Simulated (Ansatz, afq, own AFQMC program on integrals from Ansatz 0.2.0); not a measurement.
AFQMC on a folder of integrals that Ansatz 0.2.0 wrote.

```yaml
crystal:
  periodic: [false, false, false]
  atoms:
    - {symbol: Pt, position_ang: [0.000000, 0.000000, 0.000000]}
    - {symbol: O, position_ang: [0.000000, 0.000000, -1.684200]}
    - {symbol: O, position_ang: [0.000000, 0.000000, 1.684200]}
basis:
  gaussian: {orbitals: def2-SVP}
magnetization: {spin_polarized: false}
correlation: {method: ccsd_t, electrons: outside_noble_gas, hamiltonian_folder: ham}
```

```sh
$ ansatz run in.yaml --threads 1 --pin off --events-out ev --progress --plain --max-ram 24576MiB --backend cuda --devices 0, --max-vram 18GiB
```

afq runs on the folder ham with

```
--method phaseless --trial cisd --walkers 4000 --populations 20 --least-time 60 --time-step 0.005 --steps-per-block 50 --equilibration-blocks 40 --max-blocks 4000 --target-error 0.00028 --factor-cut 1e-05 --seed 6347 --release-times 0.24,0.48,0.8,1.2 --release-step 0.04 --release-every 4 --taylor-order 6
```

Times are imaginary, in 1/Eh. The walk had a cap of 199 s. With eight or more populations the least sampling time is a fifth of least-time, and the error comes from their spread. Core potentials past Kr, no spin–orbit coupling.

afq prints:

```
orbitals 54  electrons 11 11  factors 453 of 582
reference energy -267.78216881 Eh
CCSD correlation -0.70867437 Eh in 12 cycles, weight of the determinant in the CISD state 0.7544
energy of the start -268.490845 Eh
 block  time / (1/Eh)  mean weight  energy / Eh
     1     0.250  0.9996  -268.471868
     2     0.500  1.0003  -268.490821
     3     0.750  1.0003  -268.504586
     4     1.000  1.0003  -268.515000
     5     1.250  1.0002  -268.522481
     8     2.000  1.0001  -268.533885
    13     3.250  0.9998  -268.540882
    31     7.750  0.9996  -268.544161
    49    12.250  1.0000  -268.541309
    67    16.750  0.9999  -268.545471
    85    21.250  1.0003  -268.544334
   103    25.750  1.0001  -268.547057
   121    30.250  0.9998  -268.544767
   139    34.750  1.0002  -268.543750
   157    39.250  0.9994  -268.550804
   175    43.750  1.0004  -268.540736
   193    48.250  0.9995  -268.536258
   211    52.750  1.0000  -268.548481
   229    57.250  0.9999  -268.545460
   241    60.250  1.0002  -268.549798
error from the spread of 20 populations
released: time / (1/Eh)  energy / Eh  error  mean overlap
  0.24  -268.544951  0.000677  0.9968
  0.48  -268.545981  0.000540  0.9949
  0.80  -268.546915  0.000640  0.9913
  1.20  -268.548009  0.001025  0.9920
energy -268.543075 +/- 0.000514 Eh
(rows thinned)
```

The run passed its tests (sampling time, drift between the halves within three errors, error under three times the target), which doesn't prove that it has relaxed, ending at its cap on processor time.

Against this walk (error 14.0 meV) on the same determinant: CCSD(T) 113.3 meV lower. The error is statistical and leaves out the bias of the constraint. None of these is a sure reference here. The released energies are still falling (meV from the phaseless value at times in 1/Eh: -51 ± 18 at 0.24, -79 ± 15 at 0.48, -104 ± 17 at 0.80, -134 ± 28 at 1.20), so they give no level; they do show a bias of the constraint, and the last of them that isn't too noisy lies 21 meV below CCSD(T).

Cautions: constraint bias not in the error; error above the target (14.0 against 7.6 meV); no spin-orbit coupling; outer-core shells of the metal frozen; higher spins were not checked; restricted determinant unstable towards unrestricted (UHF 1.85 eV lower, ⟨S²⟩ 1.48); (T) is large, 8 % of the CCSD correlation.

The walk took 3.3 min on 1 × NVIDIA H100 80GB HBM3 with 2 threads of AMD EPYC 7R13 Processor (Zen 3) (shared host) (the card was shared). The log's last line is the phaseless energy.

A walk keeps the symmetry of its determinant, which the program's search chose and which needn't be the lowest solution, so a lower state of the same spin and another symmetry isn't excluded.
